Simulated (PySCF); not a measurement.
This PySCF input (PBE/6-31G**) gives -56.47846 Eh with 29 basis functions.

```python
import numpy as np, basis_set_exchange as bse
from pyscf import gto, scf, dft, df

basis = {'H': gto.basis.parse(bse.get_basis('6-31G**', elements=['H'], fmt='nwchem')), 'N': gto.basis.parse(bse.get_basis('6-31G**', elements=['N'], fmt='nwchem'))}
mol = gto.M(
    atom='''
    N     0.00224146   -0.00382052    0.11155442
    H    -0.00202883    0.95117179   -0.22808750
    H     0.80949996   -0.46442426   -0.29287493
    H    -0.82316134   -0.46000387   -0.25991854
    ''',
    basis=basis,
    charge=0,
    verbose=4,
    max_memory=8640,
)
mf = dft.RKS(mol, xc='pbe')
mf.grids.level = 3
mf = mf.density_fit(auxbasis=df.autoaux(mol))
mf.conv_tol = 1e-9
mf.max_cycle = 100
print('smallest overlap eigenvalue', np.linalg.eigvalsh(mol.intor('int1e_ovlp'))[0])
mf.kernel()
dip = mf.dip_moment()
```

Change:
```diff
- basis = {'H': gto.basis.parse(bse.get_basis('6-31G**', elements=['H'], fmt='nwchem')), 'N': gto.basis.parse(bse.get_basis('6-31G**', elements=['N'], fmt='nwchem'))}
+ basis = {'H': gto.basis.parse(bse.get_basis('jun-cc-pV(T+d)Z', elements=['H'], fmt='nwchem')), 'N': gto.basis.parse(bse.get_basis('jun-cc-pV(T+d)Z', elements=['N'], fmt='nwchem'))}
```

Task: What does the run give now?

Result: -56.51101 Eh (PBE/jun-cc-pV(T+d)Z, 81 functions), a change of -32.55 mEh.
